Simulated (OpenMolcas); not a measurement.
## HBS (hydrogen boron sulfide): a line through the functionals

The species is HBS (3 atoms), meant as a singlet with charge 0. SMILES: `B=S`. The shape is that of a PBE0-D4/def2-TZVP optimisation.

The dipole moment y, in D, basis def2-TZVPPD; a is the functional's share of exact exchange. Programs: OpenMolcas 26.06.

```
functional     program     a  y (D)
    revPBE  OpenMolcas     0   1.25
       PBE  OpenMolcas     0   1.23
     B3LYP  OpenMolcas   0.2      ?
      PBE0  OpenMolcas  0.25   1.43
     BHLYP  OpenMolcas   0.5   1.63
```

Q: Fit y = c + s·a to the known rows and predict B3LYP.

A: 
1. Means of the 4 rows: a = 0.1875, y = 1.385.
2. Σ(Δa)² = 0.17188, Σ(Δa·Δy) = 0.13375, so the slope is 0.13375/0.17188 = 0.77816.
3. Intercept: 1.385 − (0.77816) × 0.1875 = 1.239. The largest residual of the fit is 0.011.
4. B3LYP: 1.239 + (0.77816) × 0.2 = 1.39 D.

The run gave 1.39 D, so the prediction is off by 0.00 D: they agree to the digits shown. More exact exchange makes the molecule more polar here. The measured value is 1.30 D (NIST CCCBDB); in this basis the line meets it at a = 0.08.
